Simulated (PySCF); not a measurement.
Bonding in `CC(C)[C@@H](C)F`

C5H11F.
Numbering: `[CH3:1][CH:2]([CH3:3])[C@@H:4]([CH3:5])[F:6]` (hydrogens: H7, H8, H9 on C1; H10 on C2; H11, H12, H13 on C3; H14 on C4; H15, H16, H17 on C5)

Geometry (GFN2-xTB, Å), atoms numbered from 1 in this order:
```
atom  x, y, z in Å
C1    -0.964    1.314   -0.065
C2    -0.612   -0.051    0.522
C3    -1.189   -1.179   -0.329
C4     0.902   -0.223    0.715
C5     1.758    0.018   -0.518
F6     1.313    0.660    1.705
H7    -2.040    1.470   -0.021
H8    -0.655    1.382   -1.105
H9    -0.479    2.105    0.502
H10   -1.051   -0.113    1.525
H11   -2.274   -1.109   -0.346
H12   -0.830   -1.115   -1.353
H13   -0.914   -2.151    0.076
H14    1.104   -1.224    1.124
H15    1.465   -0.659   -1.314
H16    2.803   -0.158   -0.274
H17    1.654    1.045   -0.855
```

Bond orders from the PBE0/pcSseg-1 density (PySCF). The structure is a single GFN2-xTB conformer in the gas phase; no vibrational or solvent corrections.

Q: How far do the computed orders between heavy atoms stray from the drawn ones?

A: The largest departure is 0.140, at C4–F6 (drawn single, 0.860). Drawn single, order below 0.88: C4–F6 (0.860).

Q: Give the Mayer order of every bond, beside its length.

A: 
```csv
bond,drawn as,length (Å),Mayer order
C1–C2,single,1.527,1.019
C2–C3,single,1.526,1.021
C2–C4,single,1.536,1.005
C4–C5,single,1.520,1.028
C4–F6,single,1.389,0.860
C1–H7,single,1.087,0.968
C1–H8,single,1.087,0.961
C1–H9,single,1.087,0.962
C2–H10,single,1.097,0.940
C3–H11,single,1.087,0.965
C3–H12,single,1.087,0.959
C3–H13,single,1.088,0.965
C4–H14,single,1.099,0.950
C5–H15,single,1.085,0.954
C5–H16,single,1.087,0.962
C5–H17,single,1.086,0.955
```

By pair of heavy elements: C–C: lowest C2–C4 (1.005, 1.536 Å), highest C4–C5 (1.028, 1.520 Å).

Q: Sum the orders of all bonds at each heavy atom with more than one neighbour and set the sums beside the valence in the SMILES.

A: C1 3.910 (drawn 4), C2 3.985 (drawn 4), C3 3.910 (drawn 4), C4 3.843 (drawn 4), C5 3.899 (drawn 4). Orders between atoms that aren't bonded are not in these sums.

Mayer orders depend on the basis set.
